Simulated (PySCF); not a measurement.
## S₂, PBE0: how much the basis matters

PySCF, UKS reference; triplet, unpaired electrons π ↑↑; De to S + S without counterpoise correction.

| basis | relativity | functions | Re (Å) | ωe (cm⁻¹) | De (eV) |
| --- | --- | --- | --- | --- | --- |
| 6-31G(d,p) | no relativity | 36 | 1.906 | 738 | 4.26 |
| 6-311G(d,p) | no relativity | 52 | 1.906 | 722 | 4.16 |
| aug-pcseg-1 | no relativity | 54 | 1.909 | 740 | 4.35 |
| def2-TZVP | no relativity | 74 | 1.886 | 753 | 4.63 |
| x2c-TZVPPall | spin-free X2C | 84 | 1.887 | 751 | 4.62 |

Problem. How does each smaller set differ from the one with most functions, x2c-TZVPPall?

Solution. 6-31G(d,p): +1.9 pm, -1.7 % in ωe, -0.36 eV in De; 6-311G(d,p): +1.9 pm, -3.9 % in ωe, -0.46 eV in De; aug-pcseg-1: +2.2 pm, -1.5 % in ωe, -0.27 eV in De; def2-TZVP: -0.1 pm, +0.3 % in ωe, +0.01 eV in De. All at PBE0; the set with most functions is neither the basis-set limit nor always the best. The rows treat relativity differently, so the differences are not basis effects alone.

Measured (Huber and Herzberg, Constants of Diatomic Molecules (1979)): Re = 1.8892 Å, ωe = 725.65 cm⁻¹. The state is the lowest determinant that a PBE0 search found; another state may lie lower at other levels.
